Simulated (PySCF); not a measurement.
PySCF input (PBE/def2-TZVPP):

```python
import numpy as np, basis_set_exchange as bse
from pyscf import gto, scf, dft, df
from pyscf.prop.nmr import rks as nmr

basis = {'B': gto.basis.parse(bse.get_basis('def2-TZVPP', elements=['B'], fmt='nwchem')), 'Cl': gto.basis.parse(bse.get_basis('def2-TZVPP', elements=['Cl'], fmt='nwchem'))}
mol = gto.M(
    atom='''
    B     0.00000000   -0.00000000   -0.00000000
    Cl    0.00508444    1.74500655   -0.02473757
    Cl    1.50850421   -0.87734968   -0.01892724
    Cl   -1.51358865   -0.86765687    0.04366481
    ''',
    basis=basis,
    charge=0,
    verbose=4,
    max_memory=7359,
)
mf = dft.RKS(mol, xc='pbe')
mf.grids.level = 3
mf.conv_tol = 1e-9
mf.max_cycle = 100
print('smallest overlap eigenvalue', np.linalg.eigvalsh(mol.intor('int1e_ovlp'))[0])
mf.kernel()
dip = mf.dip_moment()
n = nmr.NMR(mf)
n.verbose = 2
n.max_cycle_cphf = 60
sigma = n.kernel()
for i, x in enumerate(sigma):
    print(mol.atom_symbol(i), i + 1, round(x.trace() / 3, 3))
```

Output:

```
PySCF version 2.14.0

[INPUT] verbose = 4
[INPUT] num. atoms = 4
[INPUT] num. electrons = 56
[INPUT] charge = 0
[INPUT] spin (= nelec alpha-beta = 2S) = 0
[INPUT] symmetry False subgroup None
[INPUT] Mole.unit = angstrom
[INPUT] Symbol           X                Y                Z      unit          X                Y                Z       unit  Magmom
[INPUT]  1 B      0.000000000000   0.000000000000   0.000000000000 AA    0.000000000000   0.000000000000   0.000000000000 Bohr   0.0
[INPUT]  2 Cl     0.005084440000   1.745006550000  -0.024737570000 AA    0.009608199097   3.297584465072  -0.046747232287 Bohr   0.0
[INPUT]  3 Cl     1.508504210000  -0.877349680000  -0.018927240000 AA    2.850659814653  -1.657950610675  -0.035767299894 Bohr   0.0
[INPUT]  4 Cl    -1.513588650000  -0.867656870000   0.043664810000 AA   -2.860268013750  -1.639633854397   0.082514532181 Bohr   0.0

nuclear repulsion = 229.102112755677
number of shells = 53
number of NR pGTOs = 235
number of NR cGTOs = 157
basis = {'B': [[0, [8564.8660687, 0.00022837198155], [1284.1516263, 0.0017682576447], [292.27871604, 0.0091407080516], [82.775469176, 0.036342638989], [27.017939269, 0.11063458441], [9.814961966, 0.23367344321]], [0, [3.9318559059, 0.41818777978], [1.6595599712, 0.22325473798]], [0, [0.35762965239, 1.0]], [0, [0.14246277496, 1.0]], [0, [0.060560594768, 1.0]], [1, [22.453875803, 0.0050265575179], [5.104505833, 0.032801738965], [1.4986081344, 0.13151230768], [0.50927831315, 0.33197167769]], [1, [0.18147077798, 0.4731431957]], [1, [0.064621893904, 0.25802783943]], [2, [0.661, 1.0]], [2, [0.199, 1.0]], [3, [0.49, 1.0]]], 'Cl': [[0, [69507.990945, 0.00054314897497], [10426.15688, 0.0041990463961], [2373.2334061, 0.021592141679], [671.56420071, 0.084598850094], [218.4199979, 0.24757249724], [77.572249714, 0.47016930228], [28.888815277, 0.37436370716]], [0, [127.10527185, 0.025182166603], [39.339582961, 0.10786112456], [7.6740679989, -0.27408821574]], [0, [3.874562763, 1.3213875014], [1.8385832573, 0.68636955368]], [0, [0.50229057542, 1.0]], [0, [0.1796272342, 1.0]], [1, [666.50423284, 0.0023632663836], [157.6424169, 0.018879300374], [50.262520978, 0.087206341273], [18.536078105, 0.2528561297], [7.2940532777, 0.4350715482]], [1, [2.9433248995, 0.35026513165]], [1, [1.0404970818, 1.0]], [1, [0.3845641508, 1.0]], [1, [0.13069642732, 1.0]], [2, [4.61, 1.0]], [2, [1.011, 1.0]], [2, [0.339, 1.0]], [3, [0.706, 1.0]]]}
ecp = {}
smallest overlap eigenvalue 0.0014412899698394237

******** <class 'pyscf.dft.rks.RKS'> ********
method = RKS
initial guess = minao
damping factor = 0
level_shift factor = 0
DIIS = <class 'pyscf.scf.diis.CDIIS'>
diis_start_cycle = 1
diis_space = 8
diis_damp = 0
SCF conv_tol = 1e-09
SCF conv_tol_grad = None
SCF max_cycles = 100
direct_scf = True
direct_scf_tol = 1e-13
XC library pyscf.dft.libxc version 7.1.2
    S. Lehtola, C. Steigemann, M. J. T. Oliveira, and M. A. L. Marques,  SoftwareX 7, 1–5 (2018)
XC functionals = pbe
    J. P. Perdew, K. Burke, and M. Ernzerhof,  Phys. Rev. Lett. 77, 3865 (1996)
    J. P. Perdew, K. Burke, and M. Ernzerhof,  Phys. Rev. Lett. 78, 1396 (1997)
    J. P. Perdew, K. Burke, and M. Ernzerhof,  Phys. Rev. Lett. 77, 3865 (1996)
    J. P. Perdew, K. Burke, and M. Ernzerhof,  Phys. Rev. Lett. 78, 1396 (1997)
radial grids:
    Treutler-Ahlrichs [JCP 102, 346 (1995); DOI:10.1063/1.469408] (M4) radial grids

becke partition: Becke, JCP 88, 2547 (1988); DOI:10.1063/1.454033
pruning grids: <function nwchem_prune>
grids dens level: 3
symmetrized grids: False
atomic radii adjust function: <function treutler_atomic_radii_adjust>
small_rho_cutoff = 0
Set gradient conv threshold to 3.16228e-05
Initial guess from minao.
tot grids = 70688
init E= -1405.39857214617
  HOMO = -0.319851970822944  LUMO = -0.108124664685583  gap/eV = 5.76139
cycle= 1 E= -1405.00576097293  delta_E= 0.393  |g|= 0.254  |ddm|= 1.91
  HOMO = -0.25408655202666  LUMO = -0.0971190796879888  gap/eV = 4.27130
cycle= 2 E= -1404.99471235077  delta_E= 0.011  |g|= 0.336  |ddm|= 0.484
  HOMO = -0.275890050421584  LUMO = -0.08798717454955  gap/eV = 5.11310
cycle= 3 E= -1405.01912708661  delta_E= -0.0244  |g|= 0.104  |ddm|= 0.271
  HOMO = -0.2832212409538  LUMO = -0.10065035598382  gap/eV = 4.96801
cycle= 4 E= -1405.02133605913  delta_E= -0.00221  |g|= 0.042  |ddm|= 0.0956
  HOMO = -0.281574135309608  LUMO = -0.0972679069160129  gap/eV = 5.01523
cycle= 5 E= -1405.02173896783  delta_E= -0.000403  |g|= 0.00101  |ddm|= 0.0268
  HOMO = -0.281604388863766  LUMO = -0.0973633728651961  gap/eV = 5.01345
cycle= 6 E= -1405.02173921405  delta_E= -2.46e-07  |g|= 8.96e-05  |ddm|= 0.000692
  HOMO = -0.281596281338892  LUMO = -0.0973485759499972  gap/eV = 5.01364
cycle= 7 E= -1405.02173921599  delta_E= -1.94e-09  |g|= 2.59e-05  |ddm|= 9.78e-05
  HOMO = -0.281600176161707  LUMO = -0.0973538690179758  gap/eV = 5.01360
cycle= 8 E= -1405.02173921615  delta_E= -1.56e-10  |g|= 1.99e-06  |ddm|= 2.98e-05
  HOMO = -0.281599993267548  LUMO = -0.0973533205397388  gap/eV = 5.01361
Extra cycle  E= -1405.02173921615  delta_E= -1.82e-12  |g|= 3.79e-06  |ddm|= 4.07e-06
converged SCF energy = -1405.02173921615
Dipole moment(X, Y, Z, Debye):  0.00000,  0.00004, -0.00000
B 1 48.75
Cl 2 597.949
Cl 3 597.945
Cl 4 597.945
```
